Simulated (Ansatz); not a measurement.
Born–Oppenheimer molecular dynamics of H$_{7}$OPSi (10 atoms, charge 0, multiplicity 1). It starts from a rough guess of a transition structure, not a stationary point.

The calculation used UKS B3LYP-D4/def2-SVP (Ansatz).

```yaml
ensemble: NVE (velocity Verlet)
time_step: 0.5 fs
steps_asked: 150
starting_velocities_drawn_for: 300 K
seed: 846891
```

First frame:

```xyz
10
Properties=species:S:1:pos:R:3
Si 0.301 -0.626 0.735
H 1.168 0.329 -0.634
H 1.406 -1.556 0.502
H -0.761 -1.393 1.395
O 0.820 0.505 1.782
H 0.737 0.929 -1.269
P -1.041 0.566 -1.067
H 0.536 1.412 1.702
H -0.745 -0.439 -1.969
H -2.420 0.274 -1.176
```

**Question.** How far do the bonds stretch over the last three quarters of this one trajectory? (Pairs bonded in most of those frames.)

**Answer.** 
```
  bond  mean (Å)  spread (Å)  shortest  longest
Si1–H3     1.504       0.062      1.40     1.59
Si1–H4     1.503       0.018      1.47     1.53
Si1–O5     1.690       0.055      1.59     1.76
Si1–P7     2.268       0.102      2.14     2.48
 H2–H6     0.800       0.097      0.65     0.93
 O5–H8     0.967       0.008      0.95     0.98
 P7–H9     1.439       0.051      1.36     1.51
P7–H10     1.444       0.046      1.38     1.52
```

Mean temperature of the second half: 1778 K. The conserved energy stayed within 1.2 meV per atom of its start (net change -1.1 meV per atom), so the integration is sound. The kinetic energy rose, since the run started high on the potential surface and went downhill. It ends in pieces (H2 + H5OPSi), so much of that is their flight and rotation, not heat. A run of 0.075 ps of so small a system gives no equilibrium averages. The orbitals were unrestricted but ended closed-shell.

The run took 9.2 min on 2 threads of Arm Neoverse N1, on a shared host, peak memory 0.22 GiB.
